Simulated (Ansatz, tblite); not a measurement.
**The cluster Zn2F2+: rung by rung**

Aim: run the doublet of the cluster Zn2F2+ at one geometry on many levels, and compare frontier levels, spin and run time.

Method: as each input shows; program: Ansatz 0.2.0, Gaussian basis.

The runs, in order: GFN1-xTB, GFN2-xTB, PBE-D4/def2-TZVP, r2SCAN-D4/def2-TZVP, HSE06-D4/def2-TZVP, ωB97X-V/def2-TZVP, BLYP-D4/def2-TZVP, BHLYP-D4/def2-TZVP, HF/def2-TZVP, PBE-D4/def2-SVP, PBE0-D4/def2-SVP, CCSD(T)/def2-SVP, MP2/def2-TZVP, RPA/def2-TZVP.

## 1. The relaxed structure

The geometry is that of the doublet, from an earlier relaxation (PBE0-D4/def2-SVP). At that level it is the lowest of the isomers that a small search found.

4 atoms, charge 1, spin multiplicity 2.

Bond lengths: Zn1–F3 1.814 Å, Zn1–F4 1.713 Å, Zn2–F3 1.949 Å. Angles: F3–Zn1–F4 179.7°, Zn1–F3–Zn2 179.1°.

The ion is computed in the gas phase, without counter-ions or solvent.

PBE0-D4/def2-TZVP was run before; its log isn't repeated, and its numbers join the tables.

## 2. GFN1-xTB

Tight binding, by tblite at 300 K electronic temperature and without a spin-polarisation term:

```python
tblite.interface.Calculator('GFN1-xTB', numbers, positions, charge=1, uhf=1).singlepoint()
```

Energy -310.5519 eV; 0.002 s.

## 3. GFN2-xTB

Tight binding, by tblite at 300 K electronic temperature and without a spin-polarisation term:

```python
tblite.interface.Calculator('GFN2-xTB', numbers, positions, charge=1, uhf=1).singlepoint()
```

Energy -274.0585 eV; 0.002 s.

## 4. PBE-D4/def2-TZVP

start.molden holds the orbitals of an earlier run on this state, given as this run's starting guess.

in.yaml reads:

```yaml
crystal:
  periodic: [false, false, false]
  atoms:
    - {symbol: Zn, position_ang: [0.461551, 0.483456, 0.697172]}
    - {symbol: Zn, position_ang: [-1.329933, -1.402407, -2.021619]}
    - {symbol: F, position_ang: [-0.389122, -0.430103, -0.618458]}
    - {symbol: F, position_ang: [1.257514, 1.349055, 1.942905]}
basis:
  gaussian: {orbitals: def2-TZVP, initial_orbitals: start.molden}
total_charge: 1
magnetization: {spin_polarized: true, initial_magnetization: 1}
hamiltonian: {xc: pbe, dispersion: d4}
scf: {omitted_lower_state_checks: [starts]}
output: {forces: true, orbitals: {seedname: orbitals}}
```

Launch:

```bash
ansatz run in.yaml --threads 4 --pin off --events-out ev --progress --plain --max-ram 3916MiB
```

The runs that follow: r2SCAN-D4/def2-TZVP; HSE06-D4/def2-TZVP; ωB97X-V/def2-TZVP; BLYP-D4/def2-TZVP; BHLYP-D4/def2-TZVP; HF/def2-TZVP; PBE-D4/def2-SVP; PBE0-D4/def2-SVP; CCSD(T)/def2-SVP; MP2/def2-TZVP; RPA/def2-TZVP.

Q: Predict the results of all the runs planned. Wanted: gap in def2-TZVP, named functionals and Hartree-Fock, smallest and largest; correlation energy, CCSD(T)/def2-SVP; correlation energy, MP2/def2-TZVP; ⟨S²⟩ in def2-TZVP, named functionals and Hartree-Fock, smallest and largest; PBE0 total energy, smallest basis above largest.

The runs gave:

| quantity | value |
| --- | --- |
| gap in def2-TZVP, named functionals and Hartree-Fock, smallest and largest | 0.84 eV (BLYP-D4), 8.96 eV (HF) |
| correlation energy, CCSD(T)/def2-SVP | -24.93 eV |
| correlation energy, MP2/def2-TZVP | -35.10 eV |
| ⟨S²⟩ in def2-TZVP, named functionals and Hartree-Fock, smallest and largest | 0.751, 0.752 |
| PBE0 total energy, smallest basis above largest | 20.63 eV (def2-SVP, def2-TZVP) |

What this shows: Orbital gaps of the named functionals and Hartree-Fock in def2-TZVP span 0.84 eV (BLYP-D4) to 8.96 eV (HF); exact exchange widens it.
